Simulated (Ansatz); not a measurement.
System: bcc Cs. Method: PBEsol-D3(BJ) (PAW; Ansatz, a first-principles code).

Output (set-up and result lines):

```
Crystal: 1 atoms, lattice volume = 99.284 Å³
Basis set: ecut = 520 eV, 2659 PW (Γ), exchange–correlation on 80×80×80 points (8 copies of the dense FFT grid, shifted against one another)
Bands: 9, of which v1, the nominal top of the filled ones, is band 5 counted from 1 (4 counted from 0)
Symmetry: 48 space group operations
Space group: Im-3m (ITA 229), of the structure as read, at distance tolerance 4.6e-5 Å
k-points: 104 of 2744
Functional: x = pbesol(κ = 0.804, μ = 0.12345679012345678), c = pbesol(β = 0.046)
SCF iter   1: F=—  HF=-5585.923712 eV  |F-HF|=—  |Δ(HF+E_count)|=         —  Δρ=6.16e-4  dr2=3.01e-4
SCF iter   2: F=—  HF=-5585.924088 eV  |F-HF|=—  |Δ(HF+E_count)|=   3.76e-4  Δρ=3.45e-4  dr2=9.22e-5
  ...
SCF iter   6: F=—  HF=-5585.924130 eV  |F-HF|=—  |Δ(HF+E_count)|=   2.55e-8  Δρ=1.06e-6  dr2=8.14e-10
SCF iter   7: F=-5585.924130 eV  HF=-5585.924130 eV  |F-HF|=3.00e-11  |Δ(HF+E_count)|=   1.11e-9  Δρ=1.60e-7  dr2=2.35e-11
SCF 1 converged in 7 iterations: F = -5585.924130 eV  dr2 = 2.35e-11
SCF converged after 7 iterations
Free energy (F): -5585.924130 eV
Internal energy: -5585.912061 eV  (E = F + TS)
E sigma→0 (E₀):  -5585.918096 eV
Fermi energy:    2.807315 eV
--- Stress (GPa, compression-positive) ---
       -0.000003      -0.000000      -0.000000
        0.000000      -0.000003      -0.000000
        0.000000       0.000000      -0.000003
  P = ⅓ Tr σ = -0.0000 GPa (-0.000 kbar)
```

Q: Write an input file that could have produced this run (the log leaves some choices open).

A: This is not unique; one that fits is 
Ansatz 0.2 input:
```yaml
crystal:
  lattice:
    - [-2.9170270506, 2.9170270506, 2.9170270506]
    - [2.9170270506, -2.9170270506, 2.9170270506]
    - [2.9170270506, 2.9170270506, -2.9170270506]
  atoms:
    - { symbol: Cs, position: [0.0, 0.0, 0.0] }
basis:
  ecutwfc: 520
  ecutrho_ratio: 4
  xc_grid: 2
kpoints:
  mp_grid: { grid: [14, 14, 14] }
hamiltonian:
  xc: pbesol
  dispersion: d3bj
  pseudopotentials: { kind: paw }
scf:
  occupations: { method: fermi_dirac, width: 0.05 }
  convergence: { dr2_threshold: 0.0000000001 }
output:
  forces: false
  stress: true
  eigenvalues: true
```

The PAW data were made under PBE.

It cost around 5 core-seconds (rough) of CPU time.
